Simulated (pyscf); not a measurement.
Cl–GeH₂• (SMILES [Cl][GeH2]) + NH₃ (SMILES N) → H₂N–GeH₂• (SMILES [NH2][GeH2]) + HCl (SMILES Cl) (four-centre exchange; doublet surface; Cl–Ge, H–N broken, Ge–N, Cl–H formed). PySCF, gas phase, ωB97X-D3(BJ)/def2-SVP geometries. Energies in kJ/mol from the separated reactants.

| level | barrier | reaction energy |
|---|---|---|
| ωB97X-D3(BJ)/def2-TZVP | 62.4 | +73.4 |
| PBE/def2-TZVP | 47.3 | +66.8 |
| r²SCAN/def2-TZVP | 49.4 | +67.8 |
| B3LYP-D3(BJ)/def2-TZVP | (withheld) | +68.3 |
| PBE0-D3(BJ)/def2-TZVP | (withheld) | (withheld) |
| HF/def2-TZVP | 113.7 | +78.6 |

Q: Fill in the missing entries.

A: 
- B3LYP-D3(BJ)/def2-TZVP, barrier: 55.0
- PBE0-D3(BJ)/def2-TZVP, barrier: 50.4
- PBE0-D3(BJ)/def2-TZVP, reaction energy: +69.7

On the reactant side the descent ends in a complex (not fully relaxed), 18.2 kJ/mol under the separated species and 80.5 kJ/mol under the saddle at ωB97X-D3(BJ)/def2-TZVP. On the product side the descent ends in a complex, 21.0 kJ/mol under the separated species and 10.0 kJ/mol under the saddle at ωB97X-D3(BJ)/def2-TZVP. At ωB97X-D3(BJ)/def2-TZVP, PBE, r²SCAN, B3LYP-D3(BJ), PBE0-D3(BJ) the saddle lies under the separated products, which points to a path from their complex (located at ωB97X-D3(BJ) alone), and parting the products costs more than the saddle. This is the saddle that the search found; another between the same sides may lie lower. Elements up to Kr have no core potential and no relativistic terms here.
